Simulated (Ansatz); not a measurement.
# BSiH₂+ (quintet): from Hartree-Fock to the top rungs, cc-pVTZ

How much of the correlation energy of BSiH₂+ (quintet) does each wave-function method recover here?

Program: Ansatz 0.2.0, Gaussian basis. Level of theory: cc-pVTZ, core rule «outside noble gas», up to 6 orbitals frozen. These are calculated values, not measurements.

The runs, in order: UHF; CCSD(T) on ROHF; CCSD(T) on UHF; BCCD(T) on ROHF; CCSDT(Q) on ROHF; CCSDT(Q) on UHF; CASSCF and MRCISD+Q, 8 electrons in 10 orbitals; CASSCF and NEVPT4(SD), 8 electrons in 10 orbitals; CASSCF and NEVPT2, 8 electrons in 10 orbitals.

5 further runs of the same task are left out: 5 set aside as unsound or not needed.

## (1) What is computed

The geometry is a PBE0/def2-TZVP stationary point (not a proven minimum) of the parent state, kept for this charge and spin.

4 atoms, charge 1, spin multiplicity 5.

Atoms are counted from 1 here; the program's logs count them from 0.

Bond lengths: Si1–B2 1.993 Å, B2–H3 1.191 Å, B2–H4 1.191 Å. Angles: Si1–B2–H3 115.4°, Si1–B2–H4 115.4°, H3–B2–H4 129.2°.

## (2) UHF

File in.yaml:

```yaml
crystal:
  periodic: [false, false, false]
  atoms:
    - {symbol: Si, position_ang: [0.000000, 0.000000, 0.649966]}
    - {symbol: B, position_ang: [0.000000, 0.000000, -1.342837]}
    - {symbol: H, position_ang: [0.000000, -1.075954, -1.853888]}
    - {symbol: H, position_ang: [0.000000, 1.075954, -1.853888]}
basis:
  gaussian: {orbitals: cc-pVTZ}
total_charge: 1
magnetization: {spin_polarized: true, initial_magnetization: 4}
hamiltonian: {xc: hf}
output: {orbitals: {seedname: orbitals}}
```

Run with:

```sh
$ ansatz run in.yaml --threads 1 --pin off --events-out ev --progress --plain --max-ram 2816MiB --backend cpu
```

After this run come: CCSD(T) on ROHF; CCSD(T) on UHF; BCCD(T) on ROHF; CCSDT(Q) on ROHF; CCSDT(Q) on UHF; CASSCF and MRCISD+Q, 8 electrons in 10 orbitals; CASSCF and NEVPT4(SD), 8 electrons in 10 orbitals; CASSCF and NEVPT2, 8 electrons in 10 orbitals.

Q: Predict the results of all the runs planned. Wanted: UCCSDT(Q) below the RHF energy; RMP2 from UCCSDT(Q); UMP2 from UCCSDT(Q); RCCSD from UCCSDT(Q); RCCSD(T) from UCCSDT(Q); UCCSD(T) from UCCSDT(Q); RCCSDT(Q) from UCCSDT(Q); NEVPT2 valence from UCCSDT(Q); NEVPT4(SD) valence from UCCSDT(Q).

As calculated:

| quantity | value |
| --- | --- |
| UCCSDT(Q) below the RHF energy | -4.1327 eV |
| RMP2 from UCCSDT(Q) | +95.7 kJ/mol |
| UMP2 from UCCSDT(Q) | +94.1 kJ/mol |
| RCCSD from UCCSDT(Q) | +18.3 kJ/mol |
| RCCSD(T) from UCCSDT(Q) | +5.1 kJ/mol |
| UCCSD(T) from UCCSDT(Q) | +4.7 kJ/mol |
| RCCSDT(Q) from UCCSDT(Q) | +0.4 kJ/mol |
| NEVPT2 valence from UCCSDT(Q) | +73.0 kJ/mol |
| NEVPT4(SD) valence from UCCSDT(Q) | +15.5 kJ/mol |
| MRCISD+Q valence from UCCSDT(Q) | +5.9 kJ/mol |
| levels within 1 kcal/mol (43 meV) | RCCSDT, UCCSDT, RCCSDT(Q) |
| T1 diagnostic | 0.044 |
| effectively unpaired electrons | 4.01 |

RCCSD(T) misses by +5.1 kJ/mol, 1.3 % of the correlation energy. The occupations are near whole numbers, but T1 = 0.044 shows that the orbitals relax strongly. Of the multireference levels listed MRCISD+Q valence comes nearest in total energy (+5.9 kJ/mol), which doesn't show that its space is the better one. These misses are within one basis, not against nature; the frozen cores of restricted and unrestricted runs differ, which can shift their rows.
